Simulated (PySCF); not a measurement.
**C₄H₉N: geometry, NMR shifts, spin-spin couplings, electronic excitations and core binding energies**

What NMR shifts, spin-spin couplings, electronic excitations and core binding energies should C₄H₉N (`[H]/N=C(/C)CC`) show?

Computed with PySCF 2.14.0, with density-fitted response routines of our own, on a single molecule in the gas phase. Atoms are numbered from 0 throughout.

### 1 The starting structure

14 atoms, charge 0, multiplicity 1; geometry from: MMFF94s.

Bonds of the start (Å): C0–C1 1.52, C1–C2 1.51, C2–C3 1.50, C2–N4 1.29, C0–H5 1.09, C0–H6 1.09, C0–H7 1.10, C1–H8 1.10, C1–H9 1.09, C3–H10 1.09, C3–H11 1.09, C3–H12 1.09, N4–H13 1.03.

### 2 Optimising the geometry at PBE0-D3(BJ)/def2-SVP

What the job is given:

```
{"job": {"xc": "PBE0", "basis": "def2-SVP", "d3": "d3bj", "grid": 1, "kind": "geom"}, "charge": 0, "multiplicity": 1}
C      1.501791    -0.721416    -0.301041
C      0.745942     0.329015     0.490573
C     -0.621563     0.563270    -0.109157
C     -1.759715    -0.319211     0.323828
N     -0.822048     1.475066    -1.004731
H      2.496383    -0.879247     0.127090
H      0.971204    -1.679095    -0.294895
H      1.622184    -0.415172    -1.345520
H      1.305457     1.270563     0.493580
H      0.628761     0.008997     1.531091
H     -1.546237    -1.353535     0.042370
H     -1.873873    -0.258143     1.409352
H     -2.692902    -0.004746    -0.151329
H      0.044616     1.983651    -1.211211
```

**Question.** This job is followed by: GIAO PBE0/pcSseg-1 NMR shielding, non-relativistic, gas phase; B3LYP/pcJ-1 indirect spin-spin coupling, non-relativistic, gas phase; TDDFT wB97X-D/def2-SVPD, vertical, gas phase, core orbitals frozen in the response; GIAO KT2/pcSseg-2 NMR shielding, non-relativistic, gas phase; delta-SCF UKS SCAN, pcX-2 on the ionised atom, pcseg-1 elsewhere, spin-free X2C. Predict these results of the whole session: point group; rotational constants (main isotopes); 13C shifts against TMS (PBE0/pcSseg-1); 1H shifts against TMS (PBE0/pcSseg-1, means over atoms taken as alike); 15N shifts against NH3 (PBE0/pcSseg-1); largest coupling of the table (B3LYP/pcJ-1); lowest singlet (wB97X-D/def2-SVPD); brightest single state of those computed; lowest triplet; vertical ionisation energy (ΔSCF); C1s binding energies, SCAN/pcX-2 (standing for 3 of 4 atoms); N1s binding energies, SCAN/pcX-2; range of the shift of N4.

As calculated:

| quantity | value |
| --- | --- |
| point group | C1 |
| rotational constants (main isotopes) | 7.40, 3.80, 2.96 GHz |
| 13C shifts against TMS (PBE0/pcSseg-1) | 186.3, 41.2, 25.2, 14.9 ppm |
| 1H shifts against TMS (PBE0/pcSseg-1, means over atoms taken as alike) | 9.31, 1.97, 1.86, 1.09 ppm |
| 15N shifts against NH3 (PBE0/pcSseg-1) | 350.9 ppm |
| largest coupling of the table (B3LYP/pcJ-1) | 1J(C,H) C0–H5, 134.1 Hz |
| lowest singlet (wB97X-D/def2-SVPD) | 5.52 eV (225 nm), f = 0.001 |
| brightest single state of those computed | state 3, 8.11 eV, f = 0.282 |
| lowest triplet | 4.78 eV |
| vertical ionisation energy (ΔSCF) | 9.63 eV |
| C1s binding energies, SCAN/pcX-2 (standing for 3 of 4 atoms) | C1 290.96, C0 290.95, C3 290.76 eV |
| N1s binding energies, SCAN/pcX-2 | N4 404.08 eV |
| range of the shift of N4 | 321.5 to 350.9 ppm |

**Reading.** The optimisation took 5 steps and gained 0.058 eV; among the close pairs (by a distance rule), C2–N4 changed most, from 1.294 to 1.272 Å. At PBE0/pcSseg-1: The largest span, 548 ppm, is at N4, where the paramagnetic term is -408 ppm. Of the pairs tabulated at B3LYP/pcJ-1, C0–H5 (mean over like pairs) couples most strongly (134.1 Hz; Fermi contact 132.4 Hz). Couplings across rotatable bonds belong to this one conformer; where others are populated, the observed values are averages. The first singlet state (HOMO→LUMO 0.85, HOMO→LUMO+1 0.12) lies at 5.52 eV and is weak; of the 10 states computed, the strongest absorption comes from state 3 at 8.11 eV. The lowest triplet lies 0.74 eV below the lowest singlet (triplets in Tamm-Dancoff, singlets in full TDDFT). At wB97X-D/def2-SVPD, the highest states lie near or above the ionisation energy, where they hang on the basis. The orbital energy would give 9.30 eV for ionisation, ΔSCF gives 9.63 eV. C1 (carbon bonded to 2 C, 2 H) binds its C1s electron 0.20 eV more tightly than C3 (carbon bonded to C, 3 H). Only 3 of the 4 C atoms are covered by sound results. Across the 2 runs the shift of N4 moves most, between 321.5 (KT2/pcSseg-2) and 350.9 ppm (PBE0/pcSseg-1).
